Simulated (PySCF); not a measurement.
AlCl: frontier orbitals

RHF at R = 2.186 Å; PySCF, spin-free X2C with a Gaussian nucleus, basis sets Al jorge-DZP-DKH, Cl jorge-DZP-DKH. State: ¹Σ⁺ (singlet), closed shell. Only the outer orbitals are listed, counted within each symmetry.

| orbital | occ. | ε (eV) | on Al (%) | main shells (%) |
| --- | --- | --- | --- | --- |
| 7σ | 2 | -28.98 | 6 | 94 Cl s |
| 8σ | 2 | -14.65 | 29 | 68 Cl p, 24 Al s |
| 3π | 2 | -12.28 | 5 | 95 Cl p |
| 3π | 2 | -12.28 | 5 | 95 Cl p |
| 9σ | 2 | -9.11 | 86 | 68 Al s, 17 Al p, 14 Cl p |
| 4π | 0 | 0.91 | 99 | 99 Al p |
| 4π | 0 | 0.91 | 99 | 99 Al p |
| 10σ | 0 | 3.17 | 104 | 92 Al p |

Question: Which are the highest filled and the lowest empty level, where do they sit, and how wide is the gap?

Answer: Highest filled 9σ at -9.11 eV (in %: 68 Al s, 17 Al p, 14 Cl p); lowest empty 4π at 0.91 eV (in %: 99 Al p); the gap at RHF is 10.02 eV. An empty level above zero is unbound, and its energy depends on the basis.

The bond order (Mayer) is 0.96, the ⟨S²⟩ is 0.000 and the charge on Al (Mulliken, basis-dependent) is 0.39. The charge on Al (Löwdin, basis-dependent) is 0.14. The dipole moment (positive dipole means Al(−)Cl(+)) is -2.02 D, the polarisability along the bond is 53.8 bohr³ and the polarisability across the bond is 41.8 bohr³.

Shares are Mulliken populations and can fall outside 0 to 100 %.
